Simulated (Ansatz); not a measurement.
System: diamond-structure Ge. Method: PBE (PAW; Ansatz, an electronic-structure program).

Settings: plane-wave cutoff 520 eV, 20×20×20 k mesh, Fermi–Dirac smearing 0.05 eV, perturbation theory, scalar-relativistic PAW data made under PBE.

Cell (relaxed at this level):

```yaml
crystal:
  lattice:
    - [0.00000, 2.88026, 2.88026]
    - [2.88026, 0.00000, 2.88026]
    - [2.88026, 2.88026, 0.00000]
  atoms:
    - { symbol: Ge, position: [0.50000, 0.50000, 0.50000] }
    - { symbol: Ge, position: [0.75000, 0.75000, 0.75000] }
```

Task: Estimate the zone-centre TO phonon frequency that the calculation returns.

Result: 
- zone-centre TO phonon frequency: 274 cm⁻¹

Measured, for comparison: zone-centre TO phonon frequency 304 cm⁻¹ (low temperature, zero-point motion not removed; as tabulated in Tanner et al. (2021), arXiv:2110.11888). Computed (rounded) less measured: zone-centre TO phonon frequency -10 %.

Note: the solid has no gap at this level, which affects its response.

The result took roughly 12 core-minutes.
